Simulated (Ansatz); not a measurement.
# CH2Mg (triplet): from Hartree-Fock to the top rungs, 6-31G

Aim: climb from Hartree-Fock through coupled cluster for CH2Mg (triplet) at one geometry and basis, and see what each rung misses.

Program: Ansatz 0.2.0, Gaussian basis. Level of theory: 6-31G, core rule «outside noble gas», up to 6 orbitals frozen. These are calculated values, not measurements.

To be run: UHF; CCSD(T) on ROHF; CCSD(T) on UHF; BCCD(T) on ROHF; CISD; CCSDT(Q) on ROHF; CCSDT(Q) on UHF; CISDTQ; CCSDTQ on ROHF; Full CI.

28 further runs of the same task are left out: 10 for a known fault of the program, 9 that didn't finish, 9 set aside as unsound or not needed.

**1. What is computed**

The geometry is a PBE0/def2-TZVP stationary point (not a proven minimum).

4 atoms, charge 0, spin multiplicity 3.

Atoms are counted from 1 here; the program's logs count them from 0.

Bond lengths: C1–Mg2 2.007 Å, C1–H3 1.089 Å, Mg2–H4 1.696 Å. Angles: Mg2–C1–H3 180.0°, C1–Mg2–H4 180.0°.

**2. UHF**

Input file in.yaml:

```yaml
crystal:
  periodic: [false, false, false]
  atoms:
    - {symbol: C, position_ang: [0.000000, 0.000000, 1.155397]}
    - {symbol: Mg, position_ang: [0.000000, 0.000000, -0.851568]}
    - {symbol: H, position_ang: [0.000000, 0.000000, 2.244181]}
    - {symbol: H, position_ang: [0.000000, 0.000000, -2.548010]}
basis:
  gaussian: {orbitals: 6-31G}
magnetization: {spin_polarized: true, initial_magnetization: 2}
hamiltonian: {xc: hf}
output: {orbitals: {seedname: orbitals}}
```

On the command line:

```bash
$ ansatz run in.yaml --threads 1 --pin off --events-out ev --progress --plain --max-ram 2393MiB
```

Further steps of the session: CCSD(T) on ROHF; CCSD(T) on UHF; BCCD(T) on ROHF; CISD; CCSDT(Q) on ROHF; CCSDT(Q) on UHF; CISDTQ; CCSDTQ on ROHF; Full CI.

Before running them: what should the planned runs give, taken together? Wanted: FCI below the RHF energy; RMP2 from FCI; UMP2 from FCI; RCCSD from FCI; RCCSD(T) from FCI; UCCSD(T) from FCI; RCCSDT(Q) from FCI; UCCSDT(Q) from FCI; T1 diagnostic.

**Answer**, as computed:

| quantity | value |
| --- | --- |
| FCI below the RHF energy | -2.6169 eV |
| RMP2 from FCI | +666.7 meV |
| UMP2 from FCI | +620.0 meV |
| RCCSD from FCI | +51.2 meV |
| RCCSD(T) from FCI | +15.8 meV |
| UCCSD(T) from FCI | +15.5 meV |
| RCCSDT(Q) from FCI | +0.5 meV |
| UCCSDT(Q) from FCI | -0.4 meV |
| levels within 1 kcal/mol (43 meV) | RCCSD(T), UCCSD(T), BCCD(T), RCCSDT, UCCSDT, CISDTQ, RCCSDT(Q), UCCSDT(Q), RCCSDTQ |
| T1 diagnostic | 0.027 |
| effectively unpaired electrons | 2.03 |

RCCSD(T) lands +15.8 meV from the yardstick (0.6 % of the correlation energy). One determinant dominates. These misses are within one basis, not against nature; the frozen cores of restricted and unrestricted runs differ, which can shift their rows.
